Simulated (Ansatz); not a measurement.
# A rate constant, worked out

An elementary step of AlH3SO, singlet (AlH₃SO ([OH][AlH][SH]) → AlHO ([OH][Al]) + H₂S; Al–S, Al–H broken or loosened, S–H formed or tightened). The start structure is the reactant molecule, and the electronic barrier above it is 2.969 eV by CCSD(T) at an estimated basis limit (MP2 extrapolated from triple and quadruple zeta, plus CCSD(T) − MP2 in triple zeta). Program: Ansatz 0.2.0. Basis: def2-TZVPP and def2-QZVPP. Cores are frozen in the correlated methods. Extrapolation: Hartree–Fock as exp(−7.88 √X), correlation as X^−2.97. Harmonic wavenumbers at PBE0-D4/def2-TZVP (Ansatz 0.2.0), in cm⁻¹:

Start: 182, 240, 345, 470, 490, 568, 662, 684, 875, 1984, 2710, 3968.

Saddle: 1073i, 125, 160, 328, 355, 514, 605, 847, 857, 1522, 2714, 3920.

(1) Work out the transition-state-theory rate constant at 400 K from these numbers alone (harmonic vibrations; rotation, path degeneracy and anharmonicity left out), and the Wigner tunnelling factor. Use 1 cm⁻¹ = 1.2398 × 10⁻⁴ eV and k_B = 8.617 × 10⁻⁵ eV/K.

T1 diagnostic: at most 0.019. The restricted Hartree–Fock reference is unstable towards an unrestricted one at one or more of these structures. A large double-excitation amplitude points to some diradical character; no triplet was computed.

Answers

(1) Zero-point energies, half the sums: start 13178/2 cm⁻¹ = 0.8169 eV; saddle, real modes only, 11947/2 cm⁻¹ = 0.7406 eV.
Barrier with zero-point energy: 2.969 + 0.7406 − 0.8169 = 2.8927 eV.
k_BT = 0.03447 eV, so the barrier is 83.92 k_BT.
Vibrational partition functions from the zero-point level, ln q = −Σ ln(1 − exp(−hν/k_BT)): start 2.384, saddle 2.928.
k = (k_BT/h) exp(ln q‡ − ln q) exp(−E0/k_BT), with log₁₀(k_BT/h in s⁻¹) = 12.92: log₁₀ k = 12.92 + (0.544 − 83.92)/2.3026 = -23.29, so k ≈ 5 × 10^(-24) s⁻¹.
Wigner factor: 1 + (hν‡/k_BT)²/24 = 1 + (3.86)²/24 = 1.62, too large for this simple formula to be trusted. A change of 1 kcal/mol (0.043 eV) in the barrier would change k by a factor of 3.5 at this temperature.

Labels in which every atom is bracketed show which atoms are joined, not bond orders.

For scale, one of the runs: CCSD(T)/def2-TZVPP, 157 basis functions, launched by `ansatz run in.yaml --threads 2 --pin off --events-out ev --progress --plain --max-ram 4352MiB`. Time: 9.5 s of wall clock on 2 CPU threads of an Intel Xeon Platinum 8375C; the host was shared. Peak host memory: 1 GiB.
